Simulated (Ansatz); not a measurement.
# Which isomer of CHAlB gives these data?

These gas-phase data were calculated for one isomer of CHAlB at B3LYP-D4/def2-TZVP (harmonic, unscaled wavenumbers; equilibrium rotational constants with average atomic masses):

- rotational constants: 4.752 GHz
- all wavenumbers above 1500 cm⁻¹: 3381, 1737

Candidates:

(1) `[B]1=[CH][Al]1`, a doublet
(2) `[CH]=[B][Al]`, a doublet

Problem. Which candidate do the data belong to? Where the bands don't settle it, estimate the moments of inertia from typical bond lengths.

Solution. Candidate (2). The rotational constants decide: (1) would give 38.99, 10.77, 8.439 GHz.

The same quantities for all candidates:

```tsv
	rotational constants (GHz)	wavenumbers above 1500 cm⁻¹	E above the lowest, B3LYP-D4/def2-TZVP (kcal/mol)
(1)	38.99, 10.77, 8.439	3279	0.0
(2)	4.752	3381, 1737	17.0
```

Harmonic stretches to hydrogen usually lie a few per cent above observed fundamentals. Open shells are spin-unrestricted. Programs: Ansatz 0.2.0.
